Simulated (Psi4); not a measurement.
# CH4Si (SMILES [CH][SiH3]): UPBE/aug-cc-pVTZ (density fitting, sweep point 9)

We compute a single-point energy of CH4Si. Input form: a Python script.

The results are computed with Psi4 1.11.

9 further runs of the same task are left out: 8 that didn't finish, 1 set aside as unsound or not needed.

## (1) Starting point

CH4Si has 6 atoms, charge 0, and is taken as a triplet. As SMILES, `[CH][SiH3]`. Geometry: relaxed at GFN2-xTB.

Bond lengths: C1–Si2 1.808 Å, C1–H3 1.070 Å, Si2–H4 1.473 Å, Si2–H5 1.473 Å, Si2–H6 1.464 Å. Angles: C1–Si2–H4 110.4°, C1–Si2–H5 110.4°, C1–Si2–H6 109.0°, Si2–C1–H3 147.9°, H4–Si2–H5 108.7°, H4–Si2–H6 109.2°, H5–Si2–H6 109.2°.

## (2) The energy at UPBE/aug-cc-pVTZ (density fitting, sweep point 9)

The input, job.py:

```python
import psi4

psi4.set_memory('1600 MB')
psi4.set_num_threads(1)
psi4.core.set_output_file('ch4si.out', False)

mol = psi4.geometry("""
0 3
C      0.667310    -0.852170     0.734600
Si    -0.258900     0.404300    -0.178590
H      1.137890    -1.813490     0.730980
H     -1.544120    -0.143200    -0.644620
H      0.511450     0.860970    -1.347520
H     -0.513620     1.543590     0.705170
symmetry c1
""")

options = {'basis': 'aug-cc-pVTZ', 'reference': 'uks', 'puream': True, 'scf_type': 'df', 'dft_radial_points': 99, 'dft_spherical_points': 590, 'maxiter': 150}
psi4.set_options(options)

E, wfn = psi4.energy("pbe", return_wfn=True)
print('E =', round(E, 9))
```

Command:

```sh
$ python job.py
```

ch4si.out:

```text
=> Loading Basis Set <=

    Name: AUG-CC-PVTZ
    Role: ORBITAL
    Keyword: BASIS

         ---------------------------------------------------------
                                   SCF
                              UKS Reference
                        1 Threads,   1525 MiB Core
         ---------------------------------------------------------

  ==> Geometry <==

    Molecular point group: c1
    Full point group: C1

    Geometry (in Angstrom), charge = 0, multiplicity = 3:

       Center              X                  Y                   Z               Mass
    ------------   -----------------  -----------------  -----------------  -----------------
         C            0.659291090724    -0.887081790627     0.660557933379    12.000000000000
         SI          -0.266918909276     0.369388209373    -0.252632066621    27.976926534650
         H            1.129871090724    -1.848401790627     0.656937933379     1.007825032230
         H           -1.552138909276    -0.178111790627    -0.718662066621     1.007825032230
         H            0.503431090724     0.826058209373    -1.421562066621     1.007825032230
         H           -0.521638909276     1.508678209373     0.631127933379     1.007825032230

  Running in c1 symmetry.

  Rotational constants: A =      2.78845  B =      0.43870  C =      0.43560 [cm^-1]
  Rotational constants: A =  83595.52247  B =  13151.77226  C =  13059.02302 [MHz]
  Nuclear repulsion =   49.989461569647325

  Charge       = 0
  Multiplicity = 3
  Electrons    = 24
  Nalpha       = 13
  Nbeta        = 11

  ==> Algorithm <==

  SCF Algorithm Type is DF.
  DIIS enabled.
  MOM disabled.
  Fractional occupation disabled.
  Guess Type is SAD.
  Energy threshold   = 1.00e-06
  Density threshold  = 1.00e-06
  Integral threshold = 1.00e-12

  ==> Primary Basis <==

  Basis Set: AUG-CC-PVTZ
    Blend: AUG-CC-PVTZ
    Number of shells: 66
    Number of basis functions: 188
    Number of Cartesian functions: 214
    Spherical Harmonics?: true
    Max angular momentum: 3

  ==> DFT Potential <==

   => LibXC <=

    Version 7.1.2

   => Composite Functional: PBE <=

    PBE GGA Exchange-Correlation Functional

    Deriv               =              1
    GGA                 =           TRUE
    Meta                =          FALSE

    Exchange Hybrid     =          FALSE
    MP2 Hybrid          =          FALSE

   => Exchange Functionals <=

    1.0000     XC_GGA_X_PBE

   => Correlation Functionals <=

    1.0000     XC_GGA_C_PBE

   => LibXC Density Thresholds  <==

    XC_GGA_C_PBE:  1.00E-12
    XC_GGA_X_PBE:  1.00E-15

   => Molecular Quadrature <=

    Radial Scheme          =       TREUTLER
    Pruning Scheme         =           NONE
    Nuclear Scheme         =       TREUTLER

    Blocking Scheme        =         OCTREE
    BS radius alpha        =              1
    Pruning alpha          =              1
    Radial Points          =             99
    Spherical Points       =            590
    Total Points           =         338959
    Total Blocks           =           2472
    Max Points             =            256
    Max Functions          =            188
    Weights Tolerance      =       1.00E-15

   => Loading Basis Set <=

    Name: (AUG-CC-PVTZ AUX)
    Role: JKFIT
    Keyword: DF_BASIS_SCF

  ==> Integral Setup <==

  DFHelper Memory: AOs need 0.123 GiB; user supplied 0.123 GiB.
  SCF_SUBTYPE=INCORE selected. In-core MEM_DF algorithm will be used.
  Using in-core AOs.

  ==> MemDFJK: Density-Fitted J/K Matrices <==

    J tasked:                   Yes
    K tasked:                    No
    wK tasked:                   No
    Memory [MiB]:               125
    Algorithm:                 Core
    Schwarz Cutoff:           1E-12
    Mask sparsity (%):       0.1075
    Fitting Condition:        1E-10

   => Auxiliary Basis Set <=

  Basis Set: (AUG-CC-PVTZ AUX)
    Blend: AUG-CC-PVTZ-JKFIT
    Number of shells: 128
    Number of basis functions: 434
    Number of Cartesian functions: 531
    Spherical Harmonics?: true
    Max angular momentum: 4

  Cached 50.0% of DFT collocation blocks in 0.842 [GiB].

  Minimum eigenvalue in the overlap matrix is 1.5941629179E-05.
  Reciprocal condition number of the overlap matrix is 1.5985798032E-06.
    Using symmetric orthogonalization.

  ==> Pre-Iterations <==

  SCF Guess: Superposition of Atomic Densities via on-the-fly atomic UHF (no occupation information).

   -------------------------
    Irrep   Nso     Nmo
   -------------------------
     A        188     188
   -------------------------
    Total     188     188
   -------------------------

  ==> Iterations <==

                           Total Energy        Delta E     RMS |[F,P]|

   @DF-UKS iter SAD:  -329.16201700734968   -3.29162e+02   0.00000e+00
   @DF-UKS iter   1:  -329.47255342944680   -3.10536e-01   3.12199e-03 DIIS/ADIIS
   @DF-UKS iter   2:  -329.25681350067003    2.15740e-01   4.02140e-03 DIIS/ADIIS
   @DF-UKS iter   3:  -329.65172776802683   -3.94914e-01   7.89676e-04 DIIS/ADIIS
   @DF-UKS iter   4:  -329.66654831058128   -1.48205e-02   2.65921e-04 DIIS/ADIIS
   @DF-UKS iter   5:  -329.66813086346332   -1.58255e-03   5.41922e-05 DIIS
   @DF-UKS iter   6:  -329.66820329859439   -7.24351e-05   8.93611e-06 DIIS
   @DF-UKS iter   7:  -329.66820529322115   -1.99463e-06   2.95440e-06 DIIS
   @DF-UKS iter   8:  -329.66820555662798   -2.63407e-07   6.06840e-07 DIIS
  Energy and wave function converged.

  ==> Post-Iterations <==

   Electrons on quadrature grid:
      Nalpha   =   13.0000000578 ; deviation = 5.783e-08
      Nbeta    =   11.0000000227 ; deviation = 2.271e-08
      Ntotal   =   24.0000000805 ; deviation = 8.054e-08

   @Spin Contamination Metric:   7.365248249E-03
   @S^2 Expected:                2.000000000E+00
   @S^2 Observed:                2.007365248E+00
   @S   Expected:                1.000000000E+00
   @S   Observed:                1.000000000E+00

    Orbital Energies [Eh]
    ---------------------

    Alpha Occupied:

       1A    -65.423856     2A     -9.933939     3A     -5.056288
       4A     -3.467052     5A     -3.466382     6A     -3.466334
       7A     -0.617608     8A     -0.485285     9A     -0.357988
      10A     -0.326123    11A     -0.323786    12A     -0.225195
      13A     -0.213986

    Alpha Virtual:

      14A     -0.021807    15A     -0.009449    16A      0.012386
      17A      0.014369    18A      0.015670    19A      0.021151
      20A      0.022209    21A      0.049834    22A      0.054308
      23A      0.058400    24A      0.076354    25A      0.080102
      26A      0.083125    27A      0.083221    28A      0.093991
      29A      0.105857    30A      0.107672    31A      0.150570
      32A      0.156670    33A      0.164485    34A      0.168894
      35A      0.169375    36A      0.177393    37A      0.217345
      38A      0.221520    39A      0.223817    40A      0.229955
      41A      0.237967    42A      0.243605    43A      0.250585
      44A      0.274634    45A      0.275195    46A      0.293592
      47A      0.304323    48A      0.315257    49A      0.318489
      50A      0.327517    51A      0.344878    52A      0.375573
      53A      0.405009    54A      0.420347    55A      0.428937
      56A      0.443661    57A      0.447746    58A      0.451945
      59A      0.476720    60A      0.481367    61A      0.504950
      62A      0.508662    63A      0.512421    64A      0.521321
      65A      0.530645    66A      0.545462    67A      0.545528
      68A      0.569025    69A      0.597348    70A      0.615172
      71A      0.692367    72A      0.721370    73A      0.747802
      74A      0.760393    75A      0.778920    76A      0.781331
      77A      0.784014    78A      0.801143    79A      0.806407
      80A      0.825646    81A      0.850469    82A      0.874345
      83A      0.884823    84A      0.904254    85A      0.907501
      86A      0.927920    87A      0.941782    88A      0.942670
      89A      0.958142    90A      0.984889    91A      0.989439
      92A      1.009612    93A      1.017500    94A      1.028521
      95A      1.082751    96A      1.085113    97A      1.098246
      98A      1.114392    99A      1.126228   100A      1.135992
     101A      1.144050   102A      1.148531   103A      1.150955
     104A      1.166767   105A      1.195895   106A      1.202406
     107A      1.216097   108A      1.224815   109A      1.235737
     110A      1.260109   111A      1.307534   112A      1.369208
     113A      1.372997   114A      1.423432   115A      1.443315
     116A      1.456165   117A      1.494942   118A      1.538191
     119A      1.639477   120A      1.681136   121A      1.696673
     122A      1.740396   123A      1.747867   124A      1.773138
     125A      1.805594   126A      1.812048   127A      1.851992
     128A      1.864745   129A      1.939740   130A      1.946699
     131A      1.971298   132A      2.103510   133A      2.490553
     134A      2.524418   135A      2.618621   136A      2.651794
     137A      2.712790   138A      2.821319   139A      2.930633
     140A      2.972777   141A      3.039611   142A      3.109107
     143A      3.119842   144A      3.153618   145A      3.183338
     146A      3.198724   147A      3.264098   148A      3.285629
     149A      3.299213   150A      3.358021   151A      3.404507
     152A      3.409752   153A      3.521348   154A      3.608023
     155A      3.612659   156A      3.624241   157A      3.668094
     158A      3.726732   159A      3.733779   160A      3.751919
     161A      3.783720   162A      3.806620   163A      3.851119
     164A      3.898666   165A      3.906755   166A      3.914528
     167A      3.927355   168A      3.929534   169A      4.051531
     170A      4.069667   171A      4.098924   172A      4.112786
     173A      4.311316   174A      4.315516   175A      4.330308
     176A      4.377150   177A      4.383937   178A      4.447138
     179A      4.529784   180A      4.588176   181A      4.737827
     182A      4.752172   183A      4.833288   184A      4.934263
     185A      5.009193   186A      5.380075   187A      8.337031
     188A     12.529585

    Beta Occupied:

       1A    -65.424090     2A     -9.908649     3A     -5.056536
       4A     -3.467436     5A     -3.466719     6A     -3.466571
       7A     -0.561436     8A     -0.470855     9A     -0.337122
      10A     -0.315394    11A     -0.314958

    Beta Virtual:

      12A     -0.128912    13A     -0.121787    14A     -0.012245
      15A     -0.003573    16A      0.017612    17A      0.021501
      18A      0.022147    19A      0.025957    20A      0.027856
      21A      0.060442    22A      0.067269    23A      0.068532
      24A      0.080799    25A      0.090069    26A      0.093475
      27A      0.096020    28A      0.104426    29A      0.117610
      30A      0.120138    31A      0.161469    32A      0.164260
      33A      0.171279    34A      0.178642    35A      0.183298
      36A      0.184694    37A      0.219878    38A      0.234188
      39A      0.234406    40A      0.243148    41A      0.248355
      42A      0.250184    43A      0.262983    44A      0.285296
      45A      0.291248    46A      0.304392    47A      0.318977
      48A      0.335375    49A      0.335987    50A      0.340899
      51A      0.361760    52A      0.383986    53A      0.413330
      54A      0.431386    55A      0.445762    56A      0.456289
      57A      0.460412    58A      0.465409    59A      0.484630
      60A      0.487978    61A      0.510496    62A      0.518307
      63A      0.521744    64A      0.532098    65A      0.544839
      66A      0.564295    67A      0.567176    68A      0.589187
      69A      0.605686    70A      0.631720    71A      0.710394
      72A      0.737070    73A      0.760613    74A      0.776965
      75A      0.791701    76A      0.798688    77A      0.802320
      78A      0.807452    79A      0.831750    80A      0.855395
      81A      0.868942    82A      0.889479    83A      0.902823
      84A      0.915098    85A      0.922169    86A      0.940356
      87A      0.973208    88A      0.978588    89A      0.985022
      90A      0.992709    91A      1.001128    92A      1.028000
      93A      1.042420    94A      1.046054    95A      1.099052
      96A      1.103187    97A      1.114705    98A      1.121240
      99A      1.129423   100A      1.142861   101A      1.153812
     102A      1.159609   103A      1.161999   104A      1.185818
     105A      1.210613   106A      1.222066   107A      1.233994
     108A      1.239418   109A      1.247077   110A      1.275997
     111A      1.330135   112A      1.393901   113A      1.409240
     114A      1.446527   115A      1.469341   116A      1.474434
     117A      1.534232   118A      1.579796   119A      1.665136
     120A      1.689015   121A      1.709797   122A      1.757721
     123A      1.758700   124A      1.787128   125A      1.824199
     126A      1.828143   127A      1.877099   128A      1.885808
     129A      1.949485   130A      1.956959   131A      2.003451
     132A      2.131154   133A      2.565853   134A      2.595625
     135A      2.633193   136A      2.660569   137A      2.738349
     138A      2.841848   139A      2.950498   140A      3.051512
     141A      3.150310   142A      3.186627   143A      3.201644
     144A      3.227839   145A      3.230552   146A      3.276780
     147A      3.325041   148A      3.356032   149A      3.379535
     150A      3.404586   151A      3.450147   152A      3.474334
     153A      3.558454   154A      3.615876   155A      3.623965
     156A      3.642050   157A      3.686710   158A      3.735793
     159A      3.743930   160A      3.761726   161A      3.793340
     162A      3.823115   163A      3.867506   164A      3.915861
     165A      3.924080   166A      3.929797   167A      3.941712
     168A      3.947703   169A      4.061354   170A      4.081274
     171A      4.109371   172A      4.122546   173A      4.323902
     174A      4.330750   175A      4.338832   176A      4.386219
     177A      4.392866   178A      4.459844   179A      4.538994
     180A      4.598032   181A      4.748391   182A      4.758953
     183A      4.868771   184A      4.958308   185A      5.034289
     186A      5.402104   187A      8.340304   188A     12.565901

    Final Occupation by Irrep:
              A
    DOCC [    11 ]
    SOCC [     2 ]
    NA   [    13 ]
    NB   [    11 ]

  @DF-UKS Final Energy:  -329.66820555662798

   => Energetics <=

    Nuclear Repulsion Energy =             49.9894615696473252
    One-Electron Energy =                -553.5991026676781530
    Two-Electron Energy =                 201.4768661951244724
    DFT Exchange-Correlation Energy =     -27.5354306537216154
    Empirical Dispersion Energy =           0.0000000000000000
    VV10 Nonlocal Energy =                  0.0000000000000000
    Total Energy =                       -329.6682055566279814

  UHF NO Occupations:
  HONO-2 :   11  A 1.9973308
  HONO-1 :   12  A 1.0000000
  HONO-0 :   13  A 1.0000000
  LUNO+0 :   14  A 0.0026692
  LUNO+1 :   15  A 0.0005508
  LUNO+2 :   16  A 0.0002652
  LUNO+3 :   17  A 0.0001812

Computation Completed

Properties will be evaluated at   0.000000,   0.000000,   0.000000 [a0]

Properties computed using the SCF density matrix

 Multipole Moments:

 ------------------------------------------------------------------------------------
     Multipole            Electronic (a.u.)      Nuclear  (a.u.)        Total (a.u.)
 ------------------------------------------------------------------------------------

 L = 1.  Multiply by 2.5417464519 to convert [e a0] to [Debye]
 Dipole X            :          0.4510203           -0.4187516            0.0322687
 Dipole Y            :         -0.4364642            0.2970026           -0.1394615
 Dipole Z            :          0.6971841           -0.8043801           -0.1071959
 Magnitude           :                                                    0.1788344

 ------------------------------------------------------------------------------------

	total time  =         69 seconds =       1.15 minutes
```

The script printed:

```text
E = -329.668205557
```

It took 71 s on 1 thread of Intel Xeon Platinum 8259CL at 2.50GHz (Skylake/Cascade Lake), shared host; peak memory 1.3 GiB.

## (3) Summary of results

At UPBE/aug-cc-pVTZ (density fitting, sweep point 9):

```
                          quantity          value
                      total energy  -329.66821 Eh
                     dipole moment         0.45 D
HOMO energy (highest over α and β)       -5.82 eV
 LUMO energy (lowest over α and β)       -3.51 eV
                              ⟨S²⟩          2.007
```
